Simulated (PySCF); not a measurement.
Species: 2-cyclobutene-1-one, C₄H₄O.
Bonds: O1–C2 (double), C2–C3, C3–C4 (double), C4–C5, C2–C5. Hydrogens: H6 on C3; H7 on C4; H8, H9 on C5.

Computed with core-valence-separated Tamm–Dancoff BHandHLYP/aug-pcX-1 (pcseg-1 on H) in PySCF, non-relativistic, gas phase, PBE0-D3(BJ)/def2-SVP geometry.

Computed oxygen K-edge spectrum, Gaussian lines of 0.6 eV full width, highest printed point 100; it ends one width below the last computed root. The energies are unshifted.

| photon energy (eV) | absorption |
| --- | --- |
| 528.0 | 3 |
| 528.2 | 18 |
| 528.4 | 58 |
| 528.6 | 100 |
| 528.8 | 93 |
| 529.0 | 47 |
| 529.2 | 13 |
| 529.4 | 2 |
| 529.6 | 0 |
| 529.8 | 0 |
| 530.0 | 0 |
| 530.2 | 0 |
| 530.4 | 0 |
| 530.6 | 0 |
| 530.8 | 0 |
| 531.0 | 0 |
| 531.2 | 0 |
| 531.4 | 0 |
| 531.6 | 0 |
| 531.8 | 0 |
| 532.0 | 0 |
| 532.2 | 0 |
| 532.4 | 0 |
| 532.6 | 0 |
| 532.8 | 0 |
| 533.0 | 0 |
| 533.2 | 0 |
| 533.4 | 0 |
| 533.6 | 1 |
| 533.8 | 2 |
| 534.0 | 5 |
| 534.2 | 9 |
| 534.4 | 12 |
| 534.6 | 10 |
| 534.8 | 7 |

Task: Where are the maxima, and which lines make them up?

Result: 2 maxima:
- 528.7 eV: O1 (ketone oxygen), 528.68 eV, f = 0.048, 1s→π*, 100 % of the height at the exact maximum
- 534.4 eV: O1 (ketone oxygen), 534.46 eV, f = 0.004, 73 % of the height at the exact maximum; O1 (ketone oxygen), 534.55 eV, f = 0.001, 15 % of the height at the exact maximum

Roots within 0.03 eV on the same or equivalent atoms count as one line; shares under 12 % aren't listed.

Vibrational structure and lifetime widths aren't in the curve. The ionisation threshold wasn't computed; near and above it a finite basis only mimics Rydberg series and continuum.
